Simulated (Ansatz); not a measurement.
Molecule (SMILES): F[O] (O-F), doublet.
Atoms: O1, F2. Bonds: O1-F2.

Basis-set convergence of the optimised O1-F2 bond length at B3LYP with Ansatz (a first-principles code). All functions are spherical. The program fits the integrals of some runs and decomposes those of others, by size. Open shells are unrestricted. No added dispersion term, no relativity. Reference: the value in pcseg-4, 1.3476 Å, itself unsure by roughly 0.0003 Å (its mean distance from aug-pcseg-3, aug-cc-pVQZ, cc-pV5Z). Deviations are taken from unrounded values.

```
basis        functions  optimised O1-F2 bond length (Å)
-----------  ---------  -------------------------------
cc-pVDZ             28                           1.3541
aug-cc-pVDZ         46                           1.3527
def2-SVP            28                           1.3410
def2-SVPD           46                           1.3453
pcseg-1             28                           1.3620
aug-pcseg-1         46                           1.3558
6-311G**            36                           1.3511
6-311+G**           44                           1.3529
cc-pVTZ             60                           1.3504
aug-cc-pVTZ         92                           1.3507
pcseg-2             60                           1.3502
aug-pcseg-2         92                           1.3498
def2-TZVPP          62                           1.3490
def2-TZVPPD         80                           1.3488
cc-pVQZ            110                           1.3485
aug-cc-pVQZ        160                           1.3481
def2-QZVPP         114                           1.3486
def2-QZVPPD        132                           1.3481
pcseg-3            120                           1.3480
aug-pcseg-3        170                           1.3478
```

What the diffuse functions change, pair by pair:
- cc-pVDZ to aug-cc-pVDZ: 18 more functions, deviation 0.0065 to 0.0050 Å
- def2-SVP to def2-SVPD: 18 more functions, deviation -0.0066 to -0.0024 Å
- pcseg-1 to aug-pcseg-1: 18 more functions, deviation 0.0144 to 0.0081 Å
- 6-311G** to 6-311+G**: 8 more functions, deviation 0.0034 to 0.0052 Å
- cc-pVTZ to aug-cc-pVTZ: 32 more functions, deviation 0.0028 to 0.0031 Å
- pcseg-2 to aug-pcseg-2: 32 more functions, deviation 0.0026 to 0.0022 Å
- def2-TZVPP to def2-TZVPPD: 18 more functions, deviation 0.0013 to 0.0012 Å
- cc-pVQZ to aug-cc-pVQZ: 50 more functions, deviation 0.0009 to 0.0004 Å
- def2-QZVPP to def2-QZVPPD: 18 more functions, deviation 0.0010 to 0.0005 Å
- pcseg-3 to aug-pcseg-3: 50 more functions, deviation 0.0004 to 0.0002 Å

They bring the value nearer the reference by more than 0.0003 Å in 6 of 10 pairs.
